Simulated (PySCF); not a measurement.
What PySCF settings do for LiAl

Base input, run as `python input.py` with PySCF 2.14:

```python
from pyscf import gto, dft

mol = gto.M(
    atom='Li 0 0 0; Al 0 0 2.48',
    basis='def2-svpd',
    charge=0,
    spin=0,
    verbose=4,
)
mf = dft.RKS(mol, xc='b3lyp5')
mf.kernel()
mf.stability(internal=True, external=True)
mf.dip_moment()
print('orbital energies (hartree):', mf.mo_energy[..., max(0, mol.nelec[1]-3):mol.nelec[0]+3].round(4))
```

Base result: E(SCF) = -249.752938 Eh, 7 cycles, μz(SCF) = -3.25 D, internal stable; real -> complex stable; RHF/RKS -> UHF/UKS unstable. The stability test finds a lower solution, so these numbers belong to a saddle point. The bond length is a typed value, not an optimised one.

Wall time 1.8 s on one thread of a shared host.

Each row names what differs from the base; energies in brackets are changes from the base.

| change | result |
| --- | --- |
| spin (2S): 0 → 1 [unsound on purpose] [runs as restricted open-shell] | stops with RuntimeError (Electron number 16 and spin 1 are not consistent) |
| geometry: bond 2.48 → bond 7.44 [stretched restricted solution, likely unstable] | not converged: SCF after 50 cycles |
| integration grid: default → 6 | E(SCF) = -249.752934 Eh (+0.0001 eV), 7 cycles, μz(SCF) = -3.25 D, internal stable; real -> complex stable; RHF/RKS -> UHF/UKS unstable |
| PCM solvent, dielectric constant: none → 2.27; step after the SCF: stability → analyze | E(SCF) = -249.758190 Eh (-0.1429 eV), 7 cycles, μz(SCF) = -5.64 D |
| geometry: bond 2.48 → bond 2.406 | E(SCF) = -249.748642 Eh (+0.1169 eV), 7 cycles, μz(SCF) = -3.28 D, internal stable; real -> complex stable; RHF/RKS -> UHF/UKS unstable |
| basis set: def2-svpd → aug-cc-pvdz | E(SCF) = -249.840173 Eh (-2.3738 eV), 7 cycles, μz(SCF) = -3.08 D, internal stable; real -> complex stable; RHF/RKS -> UHF/UKS unstable |
| functional: b3lyp5 → camb3lyp | E(SCF) = -249.769573 Eh, 8 cycles, μz(SCF) = -3.98 D, internal stable; real -> complex stable; RHF/RKS -> UHF/UKS unstable |
| basis set: def2-svpd → minao | E(SCF) = -249.832926 Eh (-2.1766 eV), 5 cycles, μz(SCF) = -2.79 D, internal stable; real -> complex stable; RHF/RKS -> UHF/UKS unstable |
| functional: b3lyp5 → m06 | E(SCF) = -249.777559 Eh, 8 cycles, μz(SCF) = -3.88 D, internal stable; real -> complex stable; RHF/RKS -> UHF/UKS stable |
| functional: b3lyp5 → slater, [unsound on purpose] | E(SCF) = -247.453436 Eh, 10 cycles, μz(SCF) = -2.22 D, internal stable; real -> complex stable; RHF/RKS -> UHF/UKS unstable |
| SCF type: RKS → UKS | E(SCF) = -249.752938 Eh (+0.0000 eV), 10 cycles, μz(SCF) = -3.25 D, internal unstable; real -> complex stable |
| functional: b3lyp5 → wb97x | E(SCF) = -249.766697 Eh, 9 cycles, μz(SCF) = -4.94 D, internal stable; real -> complex stable; RHF/RKS -> UHF/UKS unstable |
| charge: 0 → -1; spin (2S): 0 → 1; SCF type: RKS → UKS [an earlier cycle lay lower, so not the lowest solution of its kind] [another spin of the ion may lie lower] | E(SCF) = -249.773777 Eh (-0.5671 eV), 14 cycles, ⟨S²⟩ = 0.785, internal unstable; real -> complex stable |
| Cartesian functions: off → on | E(SCF) = -249.758621 Eh (-0.1547 eV), 8 cycles, μz(SCF) = -3.26 D, internal stable; real -> complex stable; RHF/RKS -> UHF/UKS unstable |
| charge: 0 → 1; spin (2S): 0 → 1; SCF type: RKS → UKS [another spin of the ion may lie lower] | E(SCF) = -249.561847 Eh (+5.1998 eV), 8 cycles, ⟨S²⟩ = 0.754, internal stable; real -> complex stable |
| step after the SCF: stability → tddft; number of roots: default → 6 | E(SCF) = -249.752938 Eh (+0.0000 eV), 7 cycles, μz(SCF) = -3.25 D, first singlet excitations without spin–orbit coupling 0.51, 0.51, 2.00, 2.86, 2.86 eV |
| functional: b3lyp5 → pw91 | E(SCF) = -249.752714 Eh, 9 cycles, μz(SCF) = -2.91 D, internal stable; real -> complex stable; RHF/RKS -> UHF/UKS unstable |
| electric field along z (a.u.): none → 0.001 | E(SCF) = -249.751791 Eh (+0.0312 eV), 7 cycles, μz(SCF) = -2.58 D, internal stable; real -> complex stable; RHF/RKS -> UHF/UKS unstable |
| basis set: def2-svpd → 3-21g | E(SCF) = -248.449098 Eh (+35.4793 eV), 7 cycles, μz(SCF) = -2.65 D, internal stable; real -> complex stable; RHF/RKS -> UHF/UKS unstable |
| functional: b3lyp5 → tpss | E(SCF) = -249.804096 Eh, 9 cycles, μz(SCF) = -3.33 D, internal stable; real -> complex stable; RHF/RKS -> UHF/UKS unstable |

**Question.** Order these changes by how far they move the SCF energy from the base, largest first: (1) Cartesian functions: off → on; (2) PCM solvent, dielectric constant: none → 2.27; step after the SCF: stability → analyze; (3) electric field along z (a.u.): none → 0.001; (4) geometry: bond 2.48 → bond 2.406.

**Answer.** (1) -0.1547 eV, (2) -0.1429 eV, (4) +0.1169 eV, (3) +0.0312 eV.
